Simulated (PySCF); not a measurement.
Gas-phase reaction: AlH2Cl + Cl2 + AlCl ⇌ 2 AlHCl2

Computed with PySCF (xtb for GFN2) and rigid-rotor harmonic-oscillator thermochemistry at 1 bar. † marks an energy on the PBE0/def2-TZVP geometry and frequencies; other levels use their own. 6-31G* has spherical d functions here. All species are closed-shell singlets. B3LYP is the form with VWN-RPA correlation. AlH2Cl, AlHCl2: computed as isolated molecules; such fragments, hydroxides, amides, oligomers or adducts are transient or little studied in the gas.

```json
[
 {"level": "B3LYP/6-31G*", "ΔH°(298 K), kJ": "-526"},
 {"level": "GFN2-xTB", "ΔH°(298 K), kJ": "(withheld)"},
 {"level": "HF/6-31G*", "ΔH°(298 K), kJ": "-571"},
 {"level": "HF/def2-TZVP†", "ΔH°(298 K), kJ": "(withheld)"},
 {"level": "PBE0/def2-QZVP†", "ΔH°(298 K), kJ": "-539"},
 {"level": "PBE0/def2-SVP†", "ΔH°(298 K), kJ": "(withheld)"}
]
```

Q: What belongs in the gaps?

A: 
- GFN2-xTB, ΔH°(298 K), kJ: -596
- HF/def2-TZVP†, ΔH°(298 K), kJ: -563
- PBE0/def2-SVP†, ΔH°(298 K), kJ: -568
